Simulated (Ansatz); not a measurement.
**C₃H₂OS: a ladder of functionals and wavefunction methods**

Aim: compute C₃H₂OS with functionals from several rungs and with coupled cluster. The yardstick is the atomisation energy at the CCSD(T) limit.

Method: functionals in def2-TZVPP, the program's frozen cores in correlated methods; program: Ansatz 0.2.0, Gaussian basis.

Plan: LDA (SPW92), PBE-D4, revPBE-D4, BLYP-D4, r2SCAN-D4, B97M-V, PBE0-D4, B3LYP-D4, r2SCANh-D4, r2SCAN0-D4, HSE06-D4, BHLYP-D4, CAM-B3LYP-D4, LC-ωPBE, ωB97X-V, ωB97M-V, B2PLYP, PBE-QIDH; CCSD(T)/def2-SVP; CCSD(T)/def2-TZVPP; MP2/def2-QZVPP; extrapolation to the limit; RPA on PBE.

### 1 The relaxed structure

The geometry comes from an earlier relaxation with PBE0-D4 in a triple-zeta def2 set; it is a stationary point, not always the lowest conformer.

SMILES `C#CC(=O)S`, 7 atoms, charge 0, spin multiplicity 1.

Atoms are counted from 1 here; the program's logs count them from 0.

Bond lengths: C1–C2 1.200 Å, C1–H6 1.065 Å, C2–C3 1.443 Å, C3–O4 1.201 Å, C3–S5 1.774 Å, S5–H7 1.345 Å. Angles: C2–C1–H6 179.3°, C1–C2–C3 179.3°, C2–C3–O4 123.9°, C2–C3–S5 111.5°, O4–C3–S5 124.6°, C3–S5–H7 93.6°.

Geometry (Å):

```
C    -0.18332   -0.53187    1.92595
C     0.09175   -0.27570    0.78600
C     0.40613    0.03833   -0.58728
O     1.47935   -0.15373   -1.09027
S    -0.98960    0.73992   -1.42892
H    -0.41554   -0.76365    2.93965
H    -0.32756    0.87871   -2.59093
```

### 2 LDA

This LDA is Slater exchange with PW92 correlation.

File in.yaml:

```yaml
crystal:
  periodic: [false, false, false]
  atoms:
    - {symbol: C, position_ang: [-0.183318, -0.531875, 1.925945]}
    - {symbol: C, position_ang: [0.091751, -0.275705, 0.785998]}
    - {symbol: C, position_ang: [0.406126, 0.038334, -0.587277]}
    - {symbol: O, position_ang: [1.479349, -0.153727, -1.090269]}
    - {symbol: S, position_ang: [-0.989601, 0.739916, -1.428919]}
    - {symbol: H, position_ang: [-0.415543, -0.763649, 2.939653]}
    - {symbol: H, position_ang: [-0.327565, 0.878706, -2.590931]}
basis:
  gaussian: {orbitals: def2-TZVPP}
hamiltonian: {xc: lda}
output: {orbitals: {seedname: orbitals}}
```

Launch:

```
$ ansatz run in.yaml --threads 2 --pin off --events-out ev --progress --plain --max-ram 4352MiB
```

The runs that follow: PBE-D4 (GGA); revPBE-D4 (GGA); BLYP-D4 (GGA); r2SCAN-D4 (meta-GGA); B97M-V (meta-GGA); PBE0-D4 (hybrid); B3LYP-D4 (hybrid); r2SCANh-D4 (hybrid); r2SCAN0-D4 (hybrid); HSE06-D4 (hybrid); BHLYP-D4 (hybrid); CAM-B3LYP-D4 (range-separated); LC-ωPBE (range-separated); ωB97X-V (range-separated); ωB97M-V (range-separated); B2PLYP (double hybrid); PBE-QIDH (double hybrid); CCSD(T) in def2-SVP; CCSD(T) in def2-TZVPP; MP2 in def2-QZVPP; RPA on PBE orbitals.

Before running them: what should the planned runs give, taken together? Wanted: atomisation energy, CCSD(T)/CBS; farthest beyond LDA; mean size of error, GGA; mean size of error, meta-GGA; mean size of error, hybrid; mean size of error, range-separated; mean size of error, double hybrid; gap, smallest and largest; T1 diagnostic.

The runs gave:

| quantity | value |
| --- | --- |
| atomisation energy, CCSD(T)/CBS | 728.2 kcal/mol |
| functionals within 3.6 kcal/mol (0.5 %) | B3LYP-D4, r2SCANh-D4, CAM-B3LYP-D4, LC-ωPBE, ωB97X-V, B2PLYP, PBE-QIDH |
| farthest beyond LDA | PBE-D4 (+42.9 kcal/mol) |
| mean size of error, GGA | 25.3 kcal/mol |
| mean size of error, meta-GGA | 9.1 kcal/mol |
| mean size of error, hybrid | 13.4 kcal/mol |
| mean size of error, range-separated | 2.4 kcal/mol |
| mean size of error, double hybrid | 1.5 kcal/mol |
| gap, smallest and largest | 3.64 eV (LDA (SPW92)), 11.08 eV (LC-ωPBE) |
| T1 diagnostic | 0.0168 |
| triples share of the correlation energy | 5.0 % |

What this shows: The LDA atomisation energy is off by 144.0 kcal/mol (20 %): it overbinds. PBE-D4 is off by +42.9 kcal/mol. Double hybrids carry the basis error of their MP2 part in triple zeta, and no dispersion term here, so their miss is partly the set-up's. The rungs double hybrid, range-separated miss on average by less than the doubt on the reference (3.6 kcal/mol), so they tie; GGA functionals have the largest mean beyond LDA (25.3 kcal/mol). Misses under about 3.6 kcal/mol are within the doubt on the reference itself, which lacks core-valence correlation, relativity and higher excitations. Hartree-Fock recovers 67 % of the binding; the rest is correlation. CCSD(T) in def2-SVP is off by -36.8 kcal/mol, worse than the median functional, from the basis alone. Orbital gaps span 3.6 to 11.1 eV; exact exchange widens them.
